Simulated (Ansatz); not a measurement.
The input, for Ansatz 0.2.0:

```yaml
crystal:
  periodic: [false, false, false]
  atoms:
    - {symbol: Cl, position_ang: [0.000000, 0.000000, -1.561333]}
    - {symbol: H, position_ang: [0.000000, 0.000000, 0.330667]}
    - {symbol: F, position_ang: [0.000000, 0.000000, 1.230667]}
basis:
  gaussian: {orbitals: cc-pVDZ}
magnetization: {spin_polarized: false, initial_magnetization: 1}
correlation: {method: fic_mrcisd_q, electrons: outside_noble_gas, active_space: {window: {electrons: 3, orbitals: 3}}}
```

```sh
$ ansatz run in.yaml --threads 1 --pin off --events-out ev --progress --plain --max-ram 2393MiB
```

Task: Roughly how long does this take on 1 thread of Arm Neoverse V1, shared host, and how much host memory?

Result: 3 s wall and 0.15 GiB.

```
365 factors; integrals over basis functions are off by at most 1.4e-3 eV
mean field evaluation 1: about -15222.9332 eV, gradient 2.6e1 eV
mean field evaluation 2: about -15222.9450 eV, gradient 2.6e1 eV
mean field evaluation 4: about -15224.1590 eV, gradient 1.5e0 eV
mean field evaluation 8: about -15224.1713 eV, gradient 3.6e-5 eV
mean field evaluation 16: about -15224.0858 eV, gradient 3.6e0 eV
mean field evaluation 32: about -15223.8895 eV, gradient 1.7e-6 eV
mean field evaluation 64: about -15224.1343 eV, gradient 5.5e-1 eV
mean field -15224.17132975 eV, -559.4779770545 hartree, gradient 2.1e-6 eV, S^2 0.750000; 9 other end points of the search recorded, 0 dependent functions left out
reference -15224.17132975 eV, -559.4779770545 hartree; 14, 13 occupied and 23, 24 virtual orbitals, 365 factors
state -15224.73645734 eV, -559.4987451101 hartree
contracted CI cycle   1: correlation 0.00000000 eV, 0.0000000000 hartree, residual 3.28e1 eV
contracted CI cycle   2: correlation -7.93340877 eV, -0.2915473949 hartree, residual 4.68e0 eV
contracted CI cycle   3: correlation -8.10760230 eV, -0.2979488890 hartree, residual 1.05e0 eV
...
contracted CI cycle   9: correlation -8.43615418 eV, -0.3100229478 hartree, residual 6.98e-4 eV
state -15224.36329763 eV, -559.4850317436 hartree; corrected -15233.46964765 eV, -559.8196839347 hartree
state -15224.73645734 eV, -559.4987451101 hartree; corrected -15233.48552330 eV, -559.8202673538 hartree
state -15224.36732912 eV, -559.4851798984 hartree
contracted CI cycle   1: correlation 0.00000000 eV, 0.0000000000 hartree, residual 3.36e1 eV
contracted CI cycle   2: correlation -8.26837734 eV, -0.3038572627 hartree, residual 3.83e0 eV
contracted CI cycle   3: correlation -8.42362458 eV, -0.3095624936 hartree, residual 8.76e-1 eV
contracted CI cycle   4: correlation -8.43139432 eV, -0.3098480263 hartree, residual 1.87e-1 eV
contracted CI cycle   5: correlation -8.43181306 eV, -0.3098634148 hartree, residual 4.96e-2 eV
contracted CI cycle   6: correlation -8.43184370 eV, -0.3098645405 hartree, residual 1.49e-2 eV
contracted CI cycle   7: correlation -8.43184830 eV, -0.3098647097 hartree, residual 7.81e-3 eV
contracted CI cycle   8: correlation -8.43184919 eV, -0.3098647424 hartree, residual 2.55e-3 eV
contracted CI cycle   9: correlation -8.43184929 eV, -0.3098647460 hartree, residual 8.80e-4 eV
state -15224.36732912 eV, -559.4851798984 hartree; corrected -15233.46819525 eV, -559.8196305598 hartree
state -15224.73645734 eV, -559.4987451101 hartree; corrected -15233.48552330 eV, -559.8202673538 hartree
Total energy: -15233.48552330 eV, -559.8202673538 hartree
```

Natural occupations: 1.9840 1.0000 0.0160.

For the same geometry and basis UCCSDT(Q) lies 50.9 meV lower.
